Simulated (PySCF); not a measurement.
Species: C₃H₇OP.
SMILES: `C[C@@H]1C[P@@H]1=O`

Theory: PySCF 2.14.0, density-fitted response routines, TDDFT CAM-B3LYP/def2-SVPD, vertical, gas phase, core orbitals frozen in the response. Isolated species at its PBE0-D3(BJ)/def2-SVP geometry, gas phase.

Computed states:

```json
{"state": "S1", "E (eV)": "6.06", "f": "0.0084"}
{"state": "S2", "E (eV)": "6.64", "f": "0.0010"}
{"state": "S3", "E (eV)": "6.88", "f": "0.0065"}
{"state": "S4", "E (eV)": "7.19", "f": "0.136"}
{"state": "S5", "E (eV)": "7.49", "f": "0.0072"}
{"state": "S6", "E (eV)": "7.53", "f": "0.0080"}
{"state": "S7", "E (eV)": "7.62", "f": "0.047"}
{"state": "S8", "E (eV)": "7.96", "f": "0.0011"}
{"state": "S9", "E (eV)": "8.07", "f": "0.022"}
{"state": "S10", "E (eV)": "8.42", "f": "0.035"}
```

Broadening: Gaussians 0.3 eV wide at half height, area fixed by f = 4.319×10⁻⁹ ∫ε dν̃. The width is an assumption, not a result. The curve ends short of the highest state used, and states not computed would add to its high-energy end.

Question: What does the envelope look like, and where are its maxima?

Answer: 
(E (eV), ε (L mol⁻¹ cm⁻¹)): (5.61, 2), (5.67, 7), (5.74, 33), (5.80, 95), (5.86, 222), (5.93, 450), (5.99, 649), (6.05, 750), (6.12, 671), (6.18, 480), (6.24, 275), (6.31, 111), (6.37, 48), (6.43, 34), (6.50, 56), (6.56, 97), (6.62, 161), (6.69, 281), (6.75, 444), (6.81, 692), (6.88, 1264), (6.94, 2384), (7.00, 4526), (7.07, 8207), (7.13, 11170), (7.19, 12349), (7.25, 11098), (7.32, 7842), (7.38, 5428), (7.44, 4423), (7.51, 4729), (7.57, 5224), (7.63, 5088), (7.70, 3940), (7.76, 2626), (7.82, 1634)

Maxima: 205 nm (6.06 eV), ε about 750, made up of S1 (100%); 172 nm (7.19 eV), ε about 12000, made up of S4 (99%); 163 nm (7.59 eV), ε about 5300, made up of S6 (12%) and S7 (77%) (ε in L mol⁻¹ cm⁻¹; maxima over ε = 5, shares over 10%).

Question: Coming from long wavelengths, where does ε first pass 100 L mol⁻¹ cm⁻¹?

Answer: At about 214 nm (5.80 eV), 0.25 eV below S1.

Question: What would ε be at 7.19 eV, the highest of these maxima, with half the width (0.15 eV)?

Answer: About 24500 L mol⁻¹ cm⁻¹ against 12300, a factor of about 1.98; a lone state at its own centre would give exactly 2.

Question: On this curve, what absorbance would a 10⁻⁴ mol/L sample give at 193 nm over a 1 cm path?

Answer: 193 nm is 6.424 eV, where ε is about 34 L mol⁻¹ cm⁻¹, so A = ε c l ≈ 0.0034 (Beer–Lambert, with the gas-phase spectrum and the assumed width).

The vertical ionisation energy (ΔSCF) is 9.43 eV, 1.01 eV above S10.
